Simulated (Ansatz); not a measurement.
**C2H2F (SMILES C=[C]F) at U-revPBE/STO-3G**

Aim: the vertical doublet–quartet gap of C2H2F at U-revPBE/STO-3G, from 2 runs. 

The results are computed with Ansatz 0.2.0.

54 further runs of the same task are left out: 3 that didn't finish, 51 set aside as unsound or not needed.

### 1 The molecule

The species is C2H2F (5 atoms), meant as a doublet with charge 0. As SMILES, `C=[C]F`. The shape is that of a PBE0-D4/def2-TZVP optimisation.

Bond lengths: C1–C2 1.309 Å, C2–F3 1.302 Å, C1–H4 1.087 Å, C1–H5 1.080 Å. Angles: C1–C2–F3 130.3°, C2–C1–H4 120.7°, C2–C1–H5 119.9°, H4–C1–H5 119.4°.

### 2 A single-point energy at U-revPBE/STO-3G

Input file run.yaml:

```yaml
crystal:
  periodic: [false, false, false]
  atoms:
    - {symbol: C, position_ang: [0.488200, -0.200400, 0.008400]}
    - {symbol: C, position_ang: [-0.592700, 0.393700, 0.447100]}
    - {symbol: F, position_ang: [-1.725600, 0.629500, -0.148900]}
    - {symbol: H, position_ang: [0.534700, -0.590400, -1.005400]}
    - {symbol: H, position_ang: [1.345200, -0.306200, 0.657500]}
basis:
  gaussian:
    orbitals: STO-3G
magnetization:
  spin_polarized: true
  initial_magnetization: 1
hamiltonian:
  xc: {name: revPBE}
accuracy: high
```

Command:

```console
$ ansatz run run.yaml --threads 1 --pin off --max-ram 2610MiB --events-out events.jsonl --progress --plain --runs-dir runs
```

What it wrote:

```text
Warning: RAYON_NUM_THREADS=1 ignored (pool sized by the plan → 1); use --threads N
Functional definition: revPBE
  name "revPBE"
  parameter kappa = 1.245
  parameter beta = 0.06672455060314922
  exchange = pbe_x(kappa = kappa, mu = beta*pi^2/3)
  correlation = pbe_c(beta = beta)
294 factors; integrals over basis functions are off by at most 4.1e-8 eV
mean field evaluation 1: about -4751.7031 eV, gradient 1.9e1 eV
mean field evaluation 2: about -4747.1594 eV, gradient 3.0e1 eV
mean field evaluation 4: about -4753.8762 eV, gradient 2.1e0 eV
mean field evaluation 8: about -4753.8247 eV, gradient 6.3e-2 eV
mean field evaluation 16: about -4753.8249 eV, gradient 5.0e-6 eV
mean field -4753.82487602 eV, -174.6998419354 hartree, gradient 6.7e-8 eV, S^2 0.755627; 0 other end points of the search recorded, 0 dependent functions left out
reference -4753.82487786 eV, -174.6998420030 hartree; 12, 11 occupied and 5, 6 virtual orbitals, 294 factors
Total energy: -4753.82487786 eV, -174.6998420030 hartree
```

It took 0.72 s on 1 thread of Intel Xeon 6975P-C (Granite Rapids), shared host; peak memory 0.14 GiB.

### 3 The quartet

Input file molecule.yaml:

```yaml
crystal:
  periodic: [false, false, false]
  atoms:
    - {symbol: C, position_ang: [0.488200, -0.200400, 0.008400]}
    - {symbol: C, position_ang: [-0.592700, 0.393700, 0.447100]}
    - {symbol: F, position_ang: [-1.725600, 0.629500, -0.148900]}
    - {symbol: H, position_ang: [0.534700, -0.590400, -1.005400]}
    - {symbol: H, position_ang: [1.345200, -0.306200, 0.657500]}
basis:
  gaussian: {orbitals: STO-3G}
magnetization: {spin_polarized: true, initial_magnetization: 3}
hamiltonian: {xc: {name: revPBE}}
accuracy: high
```

Command:

```console
$ ansatz run molecule.yaml --threads 1 --pin off --max-ram 2610MiB --events-out events.jsonl --progress --plain --runs-dir runs
```

What it wrote:

```text
Warning: RAYON_NUM_THREADS=1 ignored (pool sized by the plan → 1); use --threads N
Functional definition: revPBE
  name "revPBE"
  parameter kappa = 1.245
  parameter beta = 0.06672455060314922
  exchange = pbe_x(kappa = kappa, mu = beta*pi^2/3)
  correlation = pbe_c(beta = beta)
294 factors; integrals over basis functions are off by at most 4.1e-8 eV
mean field evaluation 1: about -4741.6244 eV, gradient 3.3e1 eV
mean field evaluation 2: about -4739.6266 eV, gradient 3.2e1 eV
mean field evaluation 4: about -4748.6253 eV, gradient 6.1e-1 eV
mean field evaluation 8: about -4748.5765 eV, gradient 8.4e-3 eV
mean field evaluation 16: about -4748.5765 eV, gradient 1.1e-7 eV
mean field -4748.57654556 eV, -174.5069693486 hartree, gradient 7.3e-9 eV, S^2 3.753283; 0 other end points of the search recorded, 0 dependent functions left out
reference -4748.57654743 eV, -174.5069694173 hartree; 13, 10 occupied and 4, 7 virtual orbitals, 294 factors
Total energy: -4748.57654743 eV, -174.5069694173 hartree
```

It took 0.78 s on 1 thread of Intel Xeon 6975P-C (Granite Rapids), shared host; peak memory 0.14 GiB.

### 4 Outcome

Level: U-revPBE/STO-3G.

| quantity | value |
| --- | --- |
| doublet: total energy | -174.69984 Eh |
| doublet: ⟨S²⟩ | 0.756 |
| quartet: total energy | -174.50697 Eh |
| quartet: ⟨S²⟩ | 3.753 |
| vertical energy of the quartet above the doublet | 5.248 eV |

At this shape the quartet lies 5.25 eV (506 kJ/mol) above the doublet. In a minimal basis such a difference can be off by several eV, whatever the method.
